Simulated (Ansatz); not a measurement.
## Worked example: correlation energy of H$_{3}$Si–CH$_{3}$, singlet

Geometry: a PBE0/def2-TZVP stationary point for this spin, not checked as a minimum.

```yaml
atoms:
  - { symbol: Si, position_ang: [-0.6006, -0.0028, 0.0004] }
  - { symbol: C, position_ang: [1.2706, 0.0059, -0.0008] }
  - { symbol: H, position_ang: [-1.1337, 1.3866, 0.0060] }
  - { symbol: H, position_ang: [-1.1233, -0.7057, 1.2034] }
  - { symbol: H, position_ang: [-1.1248, -0.6965, -1.2073] }
  - { symbol: H, position_ang: [1.6632, -1.0133, -0.0050] }
  - { symbol: H, position_ang: [1.6568, 0.5148, 0.8851] }
  - { symbol: H, position_ang: [1.6556, 0.5215, -0.8833] }
```

Basis cc-pVDZ; Ansatz 0.2.0. Only valence electrons are correlated (noble-gas cores frozen), which leaves 14 electrons in 56 orbitals. Prefix R: restricted or restricted open-shell reference.

Full CI isn't at hand for all of this; RCCSDT(Q) serves as the reference, and is uncertain by about the last step of the cluster series.

Runs differ by some tens of microhartree through their thresholds, so steps under 0.03 kcal/mol mean nothing.

| level | total energy (hartree) |
| --- | --- |
| RHF | -330.291233 |
| RMP2 | -330.550139 |
| RCCSD | -330.593085 |
| RCCSD(T) | -330.600096 |
| RCCSDT | -330.600949 |
| RCCSDT(Q) | -330.601271 |

Q: What is the correlation energy at RCCSDT(Q), and what share of it do RMP2 and RCCSD recover?

A: E(corr) = -330.601271 − (-330.291233) = -0.310038 hartree = -8.437 eV. RMP2: -0.258906 / -0.310038 = 83.51 %. RCCSD: -0.301852 / -0.310038 = 97.36 %.

Q: By how many kcal/mol does RCCSD(T) miss RCCSDT(Q) (1 hartree = 627.509 kcal/mol), and which steps make up the rest?

A: -330.600096 − (-330.601271) = 0.001175 hartree = 0.74 kcal/mol. Steps: RCCSDT − RCCSD(T) = -0.54, RCCSDT(Q) − RCCSDT = -0.20 kcal/mol. That is within 1 kcal/mol of the reference in this basis, which itself misses far more of the correlation at the basis-set limit.
